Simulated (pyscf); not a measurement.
H₂N–GeH₂–F → F–GeH: [singlet] + ammonia (NH₃) (1,1-elimination; singlet surface; Ge–N, Ge–H broken, H–N formed). Single points on ωB97X-D3(BJ)/def2-SVP structures (PySCF, gas phase). Correlated levels are frozen-core, on RHF or UHF. ΔMP2 is the change of the MP2 total energy from the triple- to the quadruple-zeta basis. Energies in kcal/mol from the reactant's lowest minimum found.

| level | barrier | reaction energy |
|---|---|---|
| B3LYP-D3(BJ)/def2-TZVP | 58.2 | +28.5 |
| PBE0-D3(BJ)/def2-TZVP | ___ | +33.8 |
| M06-2X/def2-TZVP | 63.8 | +36.0 |
| ωB97M-D3(BJ)/def2-TZVP | 61.8 | +29.7 |
| HF/def2-TZVP | 80.9 | +32.3 |
| CCSD/def2-TZVPP | 67.1 | +34.6 |
| CCSD(T)/def2-TZVPP + ΔMP2(QZVPP) | ___ | ___ |

Problem. Fill in the missing entries.

Solution. 
- PBE0-D3(BJ)/def2-TZVP, barrier: 58.9
- CCSD(T)/def2-TZVPP + ΔMP2(QZVPP), barrier: 62.9
- CCSD(T)/def2-TZVPP + ΔMP2(QZVPP), reaction energy: +33.6

On the product side the descent ends in an adduct with a Ge–N contact, 25.1 kcal/mol under the separated species and 54.5 kcal/mol under the saddle at ωB97X-D3(BJ)/def2-TZVP. What is counted as broken (Ge–N) persists as a longer contact in the product adduct; parting that adduct is a step of its own. This is the saddle that the search found; another between the same sides may lie lower. The CCSD(T) − MP2 part came from Ansatz, without density fitting, on the same reference. The frozen core leaves the outer d or s,p core shells of the metals and heavy elements correlated in the MP2 and CC values, and def2-TZVPP describes them poorly, which can shift differences by a few kcal/mol. Elements up to Kr have no core potential and no relativistic terms here.
